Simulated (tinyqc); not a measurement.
Pariser-Parr-Pople SCF with singles CI, for the molecule O=Cc1[cH+]n1 (SMILES; centres numbered as the heavy atoms are written), step by step. One step of it, computed by the program tinyqc.

Question. Singles CI, triplets. Over the 6 single excitations with the smallest orbital gaps: A = (e_a - e_i) delta - (ij|ab), with (pq|rs) = sum c_mp c_mq gamma_mn c_nr c_ns.

orbital energies (eV): [-23.923376, -19.729401, -9.411187, -8.333194, -5.081604]

coefficients, order 1O, 2C, 3C, 4C, 5N:
$$\begin{pmatrix}
0.137655 & 0.762597 & -0.440398 & 0.157687 & -0.425065 \\
0.212330 & 0.563547 & 0.282879 & -0.148612 & 0.731591 \\
0.553533 & 0.044414 & 0.652591 & -0.178789 & -0.483516 \\
0.485875 & -0.180257 & -0.036570 & 0.834939 & 0.181583 \\
0.627291 & -0.257673 & -0.546641 & -0.473244 & 0.131661
\end{pmatrix}$$

repulsion gamma_rs (eV), order 1O, 2C, 3C, 4C, 5N:
$$\begin{pmatrix}
15.200000 & 8.105153 & 5.413167 & 3.620072 & 4.100388 \\
8.105153 & 11.130000 & 7.553145 & 4.803457 & 4.846545 \\
5.413167 & 7.553145 & 11.130000 & 7.555184 & 7.729240 \\
3.620072 & 4.803457 & 7.555184 & 11.130000 & 7.729325 \\
4.100388 & 4.846545 & 7.729240 & 7.729325 & 12.300000
\end{pmatrix}$$

Give: triplet CI matrix; triplet excitation energies.

Answer.

triplet CI matrix (eV), order 2>3, 2>4, 1>3, 2>5, 1>4, 1>5:
$$\begin{pmatrix}
3.1305 & 0.7690 & 0.0830 & -1.6337 & 0.4948 & -0.7275 \\
0.7690 & 6.4344 & 0.4948 & 0.8219 & 1.0203 & 0.3291 \\
0.0830 & 0.4948 & 6.6095 & -0.7275 & -0.5637 & 1.3259 \\
-1.6337 & 0.8219 & -0.7275 & 6.1196 & 0.3291 & -0.8339 \\
0.4948 & 1.0203 & -0.5637 & 0.3291 & 7.2073 & -0.4487 \\
-0.7275 & 0.3291 & 1.3259 & -0.8339 & -0.4487 & 12.2978
\end{pmatrix}$$

triplet excitation energies (eV): [2.0240, 5.1635, 6.5172, 7.0832, 8.1796, 12.8316]
